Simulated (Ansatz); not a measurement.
`NC1NCO1` → `NC(N)=CO`  (isomerisation)

Isolated molecules relaxed with PBE0-D4/def2-TZVP in Ansatz; ΔE leaves out vibrations. CCSD(T)/CBS is the MP2 limit (def2-TZVPP, def2-QZVPP) plus CCSD(T) − MP2 in def2-TZVPP, frozen cores. Each species was taken in one conformer, which may not be the lowest.

```json
{"species": "`NC1NCO1`", "HF/def2-QZVPP energy (Eh)": "-263.06168"}
{"species": "`NC(N)=CO`", "HF/def2-QZVPP energy (Eh)": "-263.08036"}
```

Question: Work out ΔE.

Answer: ΔE = (-263.08036) − (-263.06168) = -0.01868 Eh = -49.0 kJ/mol. CCSD(T)/CBS gives -54.9 kJ/mol.

Largest T1 diagnostic among the species: 0.012.

From PBE to PBE0 (25 % exact exchange), in def2-TZVPP and without D4, ΔE moves by +7.1 kJ/mol.
